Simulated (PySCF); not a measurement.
Potential energy of Cl₂⁻ along the bond

Set-up: Cl def2-TZVPPD; no relativity (PySCF 2.14). Energies in eV from Cl + Cl⁻ in their ground configurations at the same level. State: doublet, unpaired electrons σ ↑.

| R (Å) | B97-3 | PBE0 | M06 |
| --- | --- | --- | --- |
| 2.265 | -1.076 | -1.183 | -1.098 |
| 2.371 | -1.302 | -1.388 | -1.318 |
| 2.476 | -1.428 | -1.497 | -1.442 |
| 2.555 | -1.477 | -1.533 | -1.491 |
| 2.634 | -1.497 | -1.542 | -1.514 |
| 2.713 | -1.497 | -1.530 | -1.517 |
| 2.818 | -1.474 | -1.495 | -1.499 |
| 2.950 | -1.426 | -1.431 | -1.455 |
| 3.108 | -1.354 | -1.344 | -1.385 |
| 3.319 | -1.257 | -1.232 | -1.284 |

Q: Put a parabola through the three lowest points of the B97-3 curve and estimate Re, k and ωe (reduced mass 17.48 u; 1 eV/Å² = 0.16022 mdyn/Å; ωe = 1302.8·√(k/μ) cm⁻¹).

A: Through R = 2.555, 2.634, 2.713 Å the second-order coefficient is 1.60 eV/Å², so Re ≈ 2.673 Å, k ≈ 0.513 mdyn/Å and ωe ≈ 223 cm⁻¹. A polynomial fit of higher order to the unrounded B97-3 energies gives Re = 2.670 Å, k = 0.449 mdyn/Å, ωe = 209 cm⁻¹; anharmonicity and rounding make the difference.

The higher-order fit for each curve: B97-3: Re = 2.670 Å, ωe = 209 cm⁻¹, De = 1.50 eV; PBE0: Re = 2.624 Å, ωe = 227 cm⁻¹, De = 1.54 eV; M06: Re = 2.687 Å, ωe = 198 cm⁻¹, De = 1.52 eV.

The state was picked by a PBE0 search and need not be the measured ground state.
